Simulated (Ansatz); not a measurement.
## Ansatz (development build ahead of 0.2.0) run

```yaml
crystal:
  periodic: [false, false, false]
  atoms:
    - { symbol: O, position_ang: [0.00921, -0.07141, -1.51276] }
    - { symbol: H, position_ang: [0.03531, -0.94475, -1.86908] }
    - { symbol: H, position_ang: [-0.17474, 0.51182, -2.23134] }
basis:
  gaussian: { orbitals: cc-pVTZ }
hamiltonian:
  xc: hf
correlation:
  method: mp2
  frozen_orbitals: { H: 0, O: 1 }
```

The input is written out in the form of the current development build from the run's settings.

Results

| Property | Result |
| --- | --- |
| Converged | yes |
| Reference energy | -76.05773 hartree |
| Correlation energy | -0.26029 hartree |
| Total energy | -76.31802 hartree |
| Spin squared of the determinant | 0.000 |
| Stability test | minimum among restricted orbitals |
| Occupied orbitals by symmetry in an Abelian subgroup (alpha; beta) | 3 A1 1 B1 1 B2; 3 A1 1 B1 1 B2 |
